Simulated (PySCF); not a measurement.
**How well do the runs reproduce experiment for 1,1,1,2-tetrafluoroethane?**

**The experiment to reproduce.**

From NIST CCCBDB Release 22 (SRD 101), experimental dipoles, for the gas: dipole moment 2.058 ± 0.01 D.

NIST CCCBDB Release 22 (SRD 101), experimental polarizabilities lists, for the gas: mean polarisability 4.549 Å³.

How close the calculation comes is told at the end.

1,1,1,2-tetrafluoroethane, C2H2F4.
Numbering: `[F:1][CH2:2][C:3]([F:4])([F:5])[F:6]` (hydrogens: H7, H8 on C2)

Geometry (GFN2-xTB, Å), atoms numbered from 1 in this order:
```xyz
8
C2H2F4 angstrom
F      1.2607   -1.2585    0.0121
C      0.8027    0.0200    0.0103
C     -0.7276    0.0318   -0.0150
F     -1.2644   -0.5671    1.0481
F     -1.2284   -0.5552   -1.1020
F     -1.1653    1.3008   -0.0148
H      1.1808    0.5226   -0.8861
H      1.1506    0.5151    0.9229
```

Runs made with PySCF (gas phase, on this GFN2-xTB geometry; no spin–orbit coupling):

```csv
level,job,basis functions,wall time
B3LYP/def2-SVPD,"8 singlets by full TDDFT, 3 Tamm–Dancoff triplets, polarisability",148,18 s
```

Hardware: x86-64 server, one thread (shared host).

## Comparison

**Dipole moment.** Measured: 2.058 D (NIST CCCBDB Release 22 (SRD 101), experimental dipoles).

| level | computed (D) | computed − measured (D) | % (from the printed values) |
| --- | --- | --- | --- |
| B3LYP/def2-SVPD | 2.071 | +0.013 | +1 |

The computed dipoles belong to one fixed geometry; measured ones are averaged over vibrations unless marked μe. Magnitudes are compared, not signs.

**Mean polarisability.** Measured: 4.549 Å³ (NIST CCCBDB Release 22 (SRD 101), experimental polarizabilities).

| level | computed (Å³) | computed − measured (Å³) | % (from the printed values) |
| --- | --- | --- | --- |
| B3LYP/def2-SVPD | 4.510 | -0.039 | -1 |

The computed values are static and purely electronic, with core orbitals frozen in the response (1 au = 0.148185 Å³). The table of measured values doesn't say here whether a value is static or optical, or holds a vibrational part.

The geometry is computed, not the measured one. Where a level misses, the cause wasn't examined.
